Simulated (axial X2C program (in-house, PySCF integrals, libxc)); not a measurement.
## Working with the constants of Si₂⁻

A bond curve at the PBE0 level, two-component, was computed with an in-house relativistic program for diatomic molecules (basis Si dyall-av3z [9s8p3d2f] (cores contracted in-house)) for the state Ω = 3/2 (⟨Sz⟩ = 0.50, ⟨Lz⟩ = 1.00 at PBE0). Its fit gives Re = 2.1830 Å, ωe = 561.8 cm⁻¹, ωexe = 1.86 cm⁻¹ and αe = 1.243e-03 cm⁻¹; the masses are 27.9769 and 27.9769 u. Two-component means X2C with spin–orbit coupling and atomic mean-field Coulomb and Gaunt terms.

(1) Find the reduced mass, Be and the force constant.

(2) A Morse curve ties αe to the other constants (Pekeris). How well does that hold?

(3) Estimate the centrifugal constant by the Kratzer relation.

(4) Where do the fundamental and the first overtone lie?

(5) Estimate De from a Morse curve and compare with the computed well depth of 3.801 eV to Si- + Si.

The state is a single determinant with fixed occupations, the lowest that a limited PBE0 search found. Dissociation energies refer to the lowest single-determinant-based atoms at the same level and basis. Density functionals use the spin component along the axis (collinear). In 2c an atomic determinant is not the ground J level, so De misses part of the atomic spin–orbit lowering. This holds for PBE0. Other states lie close and PBE0, whose exact exchange favours high spin, may order them wrongly; the determinant shown need not be the ground state. The nearest other 2c determinant of the search, Ω = 1/2, lies 0.02 eV up at the distance of the search. Without a current term, density functionals place determinants with orbital angular momentum somewhat too high.

## Answers

(1) From the PBE0 values: μ = 13.9885 u. Be = 16.8576/(μ Re²) = 0.2529 cm⁻¹. k = 5.8918×10⁻⁷ μ ωe² = 2.6 mdyn/Å.

(2) αe(Morse) = 6Be²/ωe × (√(ωexe/Be) − 1) = 1.169e-03 cm⁻¹; the PBE0 curve gives 1.243e-03 cm⁻¹, a ratio of 0.94.

(3) D = 4Be³/ωe² = 2.05e-07 cm⁻¹.

(4) ν(1←0) = ωe − 2ωexe = 558.1 cm⁻¹; ν(2←0) = 2ωe − 6ωexe = 1112.4 cm⁻¹.

(5) De(Morse) = ωe²/(4ωexe) = 5.260 eV against 3.801 eV computed, a ratio of 1.38. The extrapolation overshoots: the well softens faster than a Morse curve, or the lowest atomic limit lies below the one to which the curve heads.
